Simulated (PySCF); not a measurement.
Below is a simulated gas-phase C 1s photoelectron spectrum of N-methylformamide, `C(=O)NC`.

Every computed line was given a Gaussian of 0.4 eV full width at half maximum and an area set by the number of equivalent atoms; the highest printed point is 100. Theory: delta-SCF UKS SCAN, pcX-2 on the ionised atom, pcseg-1 elsewhere, spin-free X2C (PySCF 2.14.0).

(binding energy (eV), intensity): (291.6, 1), (291.7, 4), (291.8, 15), (291.9, 40), (292.0, 74), (292.1, 98), (292.2, 92), (292.3, 61), (292.4, 29), (292.5, 9), (292.6, 2), (292.7, 0), (292.8, 0), (292.9, 0), (293.0, 0), (293.1, 0), (293.2, 0), (293.3, 1), (293.4, 6), (293.5, 21), (293.6, 51), (293.7, 85), (293.8, 100), (293.9, 83), (294.0, 49), (294.1, 21), (294.2, 6), (294.3, 1)

Task: How many maxima does the curve show, and how many computed lines lie under it?

Result: The curve has 2 maxima (at 292.1 and 293.8 eV). Under it lie 2 lines from 2 inequivalent carbon sites.

Task: Decompose the envelope and assign each component. Numbering: `[CH3:1][NH:2][CH:3]=[O:4]`.

Result: 
```
position (eV)  relative area  line  atoms            environment
       292.13              1  C 1s     C1        N-methyl carbon
       293.80              1  C 1s     C3  amide carbonyl carbon
```

Task: Above which line width would these two lines show one maximum?

Result: Two equal Gaussians merge once their distance is under 2σ = FWHM/1.177. With 1.67 eV between them that is a full width over 1.97 eV.

Lowest listed C 1s: C1, bonded to N and 3 H. Highest, 1.67 eV above it: C3, bonded to O (double bond), N and H.

The curve has no shake-up lines and no vibrational structure. Geometry: PBE0-D3(BJ)/def2-SVP, one conformer, isolated molecule.

Conformer computed: `[CH3:1][NH:2][CH:3]=[O:4]`: C1–N2–C3–O4 0°.
